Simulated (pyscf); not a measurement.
Single points on ωB97X-D3(BJ)/def2-SVP structures (PySCF, gas phase).

What is the homolytic dissociation enthalpy (298 K, ωB97M-D3(BJ)/def2-TZVP) of the Si–W bond of F–WH(F)(F)(F)–SiH₃, to [F–WH(F)(F)–F]• + SiH₃•?

Si–W to [F–WH(F)(F)–F]• + SiH₃•: 37.3 kcal/mol. The 7 functionals that were run give +34.1 (M06-2X) to +46.3 kcal/mol (ωB97X-D3(BJ)). The radicals are drawn with the spin at the cut bond; how far it spreads was not checked. Open-shell species with a d-block atom are single-reference here; other states, and whether the spin sits on metal or ligand, were not checked. Elements past Kr carry the def2 core potentials, without spin-orbit coupling.
